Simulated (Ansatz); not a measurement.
# CHAlO (quintet): wave-function methods side by side, def2-TZVPP

An exercise on one series of results from a longer session: the logs are not shown, and one member is left open.

Program: Ansatz 0.2.0, Gaussian basis. Level of theory: def2-TZVPP, core rule «outside noble gas», up to 7 orbitals frozen. These are calculated values, not measurements.

The runs, in order: UHF; ROHF; CCSD(T) on UHF.

2 further runs of the same task are left out: 2 set aside as unsound or not needed.

**The geometry**

The geometry is a PBE0/def2-TZVP stationary point (not a proven minimum) of the parent state, kept for this charge and spin.

4 atoms, charge 0, spin multiplicity 5.

Atoms are counted from 1 here; the program's logs count them from 0.

Bond lengths: C1–Al2 1.857 Å, C1–H4 1.080 Å, Al2–O3 1.597 Å. Angles: Al2–C1–H4 180.0°, C1–Al2–O3 180.0°.

The first run:

Contents of in.yaml:

```yaml
crystal:
  periodic: [false, false, false]
  atoms:
    - {symbol: C, position_ang: [0.000000, 0.000000, 1.057693]}
    - {symbol: Al, position_ang: [0.000000, 0.000000, -0.799174]}
    - {symbol: O, position_ang: [0.000000, 0.000000, -2.396024]}
    - {symbol: H, position_ang: [0.000000, 0.000000, 2.137505]}
basis:
  gaussian: {orbitals: def2-TZVPP}
magnetization: {spin_polarized: true, initial_magnetization: 4}
hamiltonian: {xc: hf}
output: {orbitals: {seedname: orbitals}}
```

Started as:

```bash
$ ansatz run in.yaml --threads 1 --pin off --events-out ev --progress --plain --max-ram 3968MiB --backend cpu
```

Among the steps run: UHF; ROHF; CCSD(T) on UHF.

One table of the session follows, with a row left open; its other results are not shown here.

| method | from UCCSD(T) (kcal/mol) |
| --- | --- |
| ROHF | +252.46 |
| UHF | +245.47 |
| UMP2 | +28.91 |
| UCCSD | ? |
| UCCSD(T) | 0 |

Q: Estimate the row for UCCSD from the others.

The run gave: from UCCSD(T) (kcal/mol): +8.29. In the column «from UCCSD(T) (kcal/mol)» it lies between UCCSD(T) (0) and UMP2 (+28.91).
